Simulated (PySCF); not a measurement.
**H4BrN, a complex of two parts as drawn: interaction energy**

An exercise on one series of results from a longer session: the logs are not shown, and one member is left open.

Programs: PySCF 2.14.0. All values are calculated, for the isolated system unless a continuum is named. Atoms count from 0, parts from 1.

## Starting point

6 atoms, charge 0, multiplicity 1; geometry: GFN2-xTB. Parts: 1 = atoms 0–4, `[NH4+]`, charge 1; 2 = atom 5, `[Br-]`, charge -1. In the given geometry H4 has moved to Br5 of another part (1.45 Å), so values for the parts refer to these atom groups.

Set-up of the first run:

Job settings and geometry (Å):

```
{"job": {"xc": "PBE0", "basis": "def2-SVPD", "d3": "d3bj", "grid": 2, "kind": "geom", "shake": 0.01}, "charge": 0, "multiplicity": 1, "parts": [{"atoms": "0-4", "charge": 1, "multiplicity": 1}, {"atoms": "5-5", "charge": -1, "multiplicity": 1}]}
N     -0.187926    -0.086347     0.120060
H     -0.341378     0.723807     0.736084
H     -1.115058    -0.544781     0.018123
H      0.491907    -0.693579     0.534089
H      0.334716     0.451789    -1.396259
Br     0.806186     0.912375    -2.692306
```

Started as:

```bash
$ OMP_NUM_THREADS=1 python cluster_run.py task.json out
```

One launch serves the whole session: the jobs run in the order shown.

Among the steps run: Optimising the geometry at PBE0-D3(BJ)/def2-SVPD; Coupled-cluster interaction energy: CCSD(T) and MP2.

One of the session's tables, all rows but one given; the rest of the session is left out.

It belongs to the step «Coupled-cluster interaction energy: CCSD(T) and MP2». 

```
                 method  interaction energy (kcal/mol)
         HF/aug-cc-pVDZ                        -150.78
        MP2/aug-cc-pVDZ                        -155.50
       CCSD/aug-cc-pVDZ                        -153.16
    CCSD(T)/aug-cc-pVDZ                        -153.91
         HF/aug-cc-pVTZ                        -151.98
        MP2/aug-cc-pVTZ                              ?
    SCS-MP2/aug-cc-pVTZ                        -156.61
      MP2, extrapolated                        -159.77
CCSD(T), limit estimate                        -158.17
```

**Question.** Estimate the row for MP2/aug-cc-pVTZ.

As computed: interaction energy (kcal/mol): -158.86. In the column «interaction energy (kcal/mol)» it lies between MP2, extrapolated (-159.77) and CCSD(T), limit estimate (-158.17).

At this geometry H4 has moved to Br5 of another part (1.60 Å), so this energy is mostly that of cutting a chemical bond between strained fragments, not an intermolecular interaction.

To keep in mind: The interaction energy leaves out the deformation of the parts, 38.65 kcal/mol at MP2. So large a deformation means that a part is far from its own minimum, so a sum across the two methods would be rough.
